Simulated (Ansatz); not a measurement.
**C3H5N: small, medium and large basis sets**

One table from this session's results is given with a row withheld; the runs are named, their logs left out.

Method: one geometry, several basis sets; program: Ansatz 0.2.0, Gaussian basis.

Levels to be run: PBE0-D4/def2-SVP; ωB97M-V/def2-SVP; PBE0-D4/def2-QZVPP; ωB97M-V/def2-QZVPP; the functionals' def2-TZVPP values are taken from earlier runs.

## Structure used throughout

All runs share one geometry, relaxed beforehand with PBE0-D4 in a triple-zeta def2 set.

SMILES `CCC#N`, 9 atoms, charge 0, spin multiplicity 1.

Atoms are counted from 1 here; the program's logs count them from 0.

Bond lengths: C1–C2 1.526 Å, C1–H5 1.091 Å, C1–H6 1.091 Å, C1–H7 1.091 Å, C2–C3 1.455 Å, C2–H8 1.094 Å, C2–H9 1.094 Å, C3–N4 1.150 Å. Angles: C2–C1–H5 110.9°, C2–C1–H6 109.8°, C2–C1–H7 110.9°, H5–C1–H6 108.4°, H5–C1–H7 108.1°, H6–C1–H7 108.4°, C1–C2–C3 112.4°, C1–C2–H8 110.8°, C1–C2–H9 110.8°, C3–C2–H8 108.0°, C3–C2–H9 108.0°, H8–C2–H9 106.7°, C2–C3–N4 179.0°.

The first run:

in.yaml

```yaml
crystal:
  periodic: [false, false, false]
  atoms:
    - {symbol: C, position_ang: [-0.396788, 0.822715, -0.440024]}
    - {symbol: C, position_ang: [-0.107187, -0.323524, 0.524463]}
    - {symbol: C, position_ang: [0.990600, -1.164625, 0.073116]}
    - {symbol: N, position_ang: [1.860117, -1.817846, -0.299389]}
    - {symbol: H, position_ang: [-0.668865, 0.443436, -1.425608]}
    - {symbol: H, position_ang: [-1.223683, 1.425154, -0.061651]}
    - {symbol: H, position_ang: [0.475928, 1.466786, -0.553128]}
    - {symbol: H, position_ang: [-0.989322, -0.958059, 0.648542]}
    - {symbol: H, position_ang: [0.147499, 0.059664, 1.516679]}
basis:
  gaussian: {orbitals: def2-SVP}
hamiltonian: {xc: pbe0, dispersion: d4}
output: {orbitals: {seedname: orbitals}}
```

Launch:

```bash
> ansatz run in.yaml --threads 4 --pin off --events-out ev --progress --plain --max-ram 10444MiB
```

Steps of the session up to this table: PBE0-D4 in def2-SVP; ωB97M-V in def2-SVP; PBE0-D4 in def2-QZVPP; ωB97M-V in def2-QZVPP.

One of the session's tables, all rows but one given; the rest of the session is left out.

It belongs to the step «Density functionals: the series». 

```
functional       basis  HOMO (eV)  LUMO (eV)
   PBE0-D4    def2-SVP      -9.24       0.92
   PBE0-D4  def2-TZVPP          ?          ?
   PBE0-D4  def2-QZVPP      -9.33       0.21
   ωB97M-V    def2-SVP     -11.55       2.84
   ωB97M-V  def2-TZVPP     -11.65       2.07
   ωB97M-V  def2-QZVPP     -11.66       1.46
```

Q: Estimate the row for PBE0-D4, def2-TZVPP from the others.

**Answer.** HOMO (eV): -9.31; LUMO (eV): 0.51. In the column «HOMO (eV)» it lies between PBE0-D4, def2-QZVPP (-9.33) and PBE0-D4, def2-SVP (-9.24).
